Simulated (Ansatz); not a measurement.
# H3SO+ (SMILES [OH2+]S): functionals against CCSD(T) at one geometry

The task here is to estimate one member of a computed series from the others.

Program: Ansatz 0.2.0, Gaussian basis. Level of theory: single points in def2-TZVPP. These are calculated values, not measurements.

Correlated methods freeze the cores.

### Where the work starts

SMILES `[OH2+]S`, 5 atoms, charge 1, spin multiplicity 1.

Atoms are counted from 1 here; the program's logs count them from 0.

Bond lengths: O1–S2 1.846 Å, O1–H3 0.987 Å, O1–H4 0.995 Å, S2–H5 1.376 Å. Angles: S2–O1–H3 111.1°, S2–O1–H4 110.2°, H3–O1–H4 112.5°, O1–S2–H5 92.1°.

As a file:

```xyz
5
charge 1, multiplicity 1
O    -0.3875   -0.4849   -0.0279
S     0.9196    0.7889    0.2482
H    -0.9367   -0.6123    0.7823
H     0.0212   -1.3337   -0.3474
H     0.3643    1.6341   -0.6844
```

Set-up of the first run:

File run/in.yaml:

```yaml
crystal:
  periodic: [false, false, false]
  atoms:
    - {symbol: O, position_ang: [-0.387500, -0.484900, -0.027900]}
    - {symbol: S, position_ang: [0.919600, 0.788900, 0.248200]}
    - {symbol: H, position_ang: [-0.936700, -0.612300, 0.782300]}
    - {symbol: H, position_ang: [0.021200, -1.333700, -0.347400]}
    - {symbol: H, position_ang: [0.364300, 1.634100, -0.684400]}
basis:
  gaussian: {orbitals: def2-TZVPP}
total_charge: 1
correlation: {method: ccsd_t}
output: {forces: true}
```

The command line of these runs was not kept.

Among the steps run: CCSD(T)/def2-TZVPP; PBE0-D4/def2-TZVPP; wB97M-V/def2-TZVPP; r2SCAN-D4/def2-TZVPP; PBE-D4/def2-TZVPP; CAM-B3LYP-D4/def2-TZVPP; revPBE-D4/def2-TZVPP.

One of the session's tables, all rows but one given; the rest of the session is left out.

```
      method  RMS force component (eV/Å)  angle to CCSD(T) forces (°)
     CCSD(T)                       0.476                    reference
     PBE0-D4                       0.513                         11.9
     wB97M-V                       0.499                          7.1
   r2SCAN-D4                           ?                            ?
      PBE-D4                       0.273                         27.8
CAM-B3LYP-D4                       0.503                         10.7
   revPBE-D4                       0.243                         24.1
```

Q: Estimate the row for r2SCAN-D4 from the others.

**Answer.** RMS force component (eV/Å): 0.424; angle to CCSD(T) forces (°): 7.3. In the column «RMS force component (eV/Å)» it lies between PBE-D4 (0.273) and CCSD(T) (0.476).
